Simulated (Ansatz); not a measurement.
Born–Oppenheimer molecular dynamics of CH₉NSi (12 atoms, charge 0, multiplicity 1). It starts from a rough guess of a transition structure, not a stationary point.

Level of theory: Ansatz, UKS r2SCANh-D4/STO-3G.

```
ensemble                      : NVE (velocity Verlet)
time step                     : 0.5 fs
steps asked                   : 150
starting velocities drawn for : 600 K
seed                          : 768323
```

First frame:

```xyz
12
Properties=species:S:1:pos:R:3
Si -0.770 -0.062 -0.032
N 0.592 -0.921 1.349
H -1.192 -1.388 -0.554
H -2.044 0.514 0.385
C 0.172 0.704 -1.484
H 0.555 0.404 1.586
H 0.038 1.131 1.173
H 0.167 -1.562 2.006
H 1.398 -1.385 0.952
H 0.372 1.760 -1.343
H 1.123 0.206 -1.644
H -0.408 0.598 -2.395
```

Task: How far do the bonds stretch over the last three quarters of this one trajectory? (Pairs bonded in most of those frames.)

Result: 
```
  bond  mean (Å)  spread (Å)  shortest  longest
Si1–N2     1.780       0.106      1.62     1.97
Si1–H3     1.463       0.046      1.38     1.53
Si1–H4     1.460       0.029      1.41     1.51
Si1–C5     1.870       0.050      1.80     1.96
 N2–H8     1.059       0.038      0.99     1.12
 N2–H9     1.053       0.043      0.98     1.13
C5–H10     1.097       0.027      1.05     1.14
C5–H11     1.096       0.011      1.07     1.12
C5–H12     1.096       0.011      1.08     1.11
 H6–H7     0.731       0.038      0.68     0.78
```

Mean temperature of the second half: 1964 K. The conserved energy stayed within 0.42 meV per atom of its start (net change -0.073 meV per atom), so the integration is sound. The system heated up, since it started high on the potential surface and ran downhill. A run of 0.075 ps of so small a system gives no equilibrium averages. The orbitals stay closed-shell, which can raise the energy where a bond breaks towards radicals; this wasn't checked here. Limits of this set-up: minimal basis.

Run time: 4.9 min on 1 thread of Intel(R) Xeon(R) 6975P-C (Granite Rapids), on a shared host, peak memory 0.18 GiB.
